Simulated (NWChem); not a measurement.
# Correlation energy of ethylamine (C₂H₇N)

```
C
H 1 1.1043
H 1 1.1133 2 105.82
N 1 1.4605 2 107.84 3 -122.52
H 4 1.0203 1 110.51 2 58.47
H 4 1.0216 5 105.90 1 -119.12
C 1 1.5253 2 109.10 3 116.98
H 7 1.1012 1 110.49 2 62.24
H 7 1.1018 8 108.77 1 122.45
H 7 1.1039 8 107.64 9 116.15
```
Charge 0, spin multiplicity 1.

All runs are NWChem calculations. The geometry was optimised at B3LYP/def2-SVP, a minimum by its harmonic frequencies. It is one conformer; others weren't searched.

Basis set: STO-3G. Each correlation energy counts from its own Hartree-Fock reference.

The correlated methods keep 3 core orbitals frozen. No row is a measurement; the coupled-cluster row has its own basis-set and correlation limits.

Problem. One of these methods gave a correlation energy of -150.1 mHa. Which?
(A) SCS-MP2
(B) CR-CCSD[T]
(C) MP2

Solution. C, MP2. The others give -167.7 (SCS-MP2), -202.4 (CR-CCSD[T]).
